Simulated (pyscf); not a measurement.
This saddle point was located with ωB97X-D3(BJ)/def2-SVP in PySCF.

```
Si
H 1 1.4915
H 1 1.4996 2 107.63
As 1 2.3477 2 113.16 3 -117.51
H 4 1.5241 1 92.22 2 -44.58
Si 1 2.3659 2 112.52 3 115.88
H 6 1.4908 1 112.06 2 119.69
H 6 1.4911 7 110.28 1 126.05
H 6 1.5003 7 107.54 8 117.47
H 6 2.2360 7 79.03 9 166.22
```
Charge 0, spin multiplicity 3.

Surface: triplet, charge 0. Lowest wavenumbers (cm⁻¹): 481i, 71, 115, 149, 246.

Q: Which two sides does it connect, and which bonds change?

A: H₃Si–AsH• + silyl (SiH₃•) ⇌ H₃Si–SiH₂–AsH• + H atom (H•), a substitution at Si read from left to right: H–Si broken and Si–Si formed. At ωB97M-D3(BJ)/def2-TZVP it lies +75.4 kJ/mol from the left side and +9.4 kJ/mol from the right (each side as separated species at their lowest minima found). On the reactant side the descent ends in an adduct with a Si–Si contact (not fully relaxed), 14.5 kJ/mol over the separated species and 37.5 kJ/mol under the saddle at ωB97X-D3(BJ)/def2-TZVP. What is counted as formed (Si–Si) is already present as a longer contact in the reactant adduct; forming that adduct is a step of its own. At ωB97X-D3(BJ) the barrier from the zero used here is 52.0 kJ/mol. The same reactants have a lower exit, to AsH [triplet] + H₃Si–SiH₃ (barrier +16.6 kJ/mol at ωB97M-D3(BJ), against +75.4 kJ/mol here). H₃Si–AsH• + SiH₃• also meet on a surface of lower spin, which isn't treated here. H₃Si–SiH₂–AsH• + H• also meet on a surface of lower spin, which isn't treated here. This is the saddle that the search found; another between the same sides may lie lower. The angle at the attacked Si is 58° (front-side attack). Elements up to Kr have no core potential and no relativistic terms here.
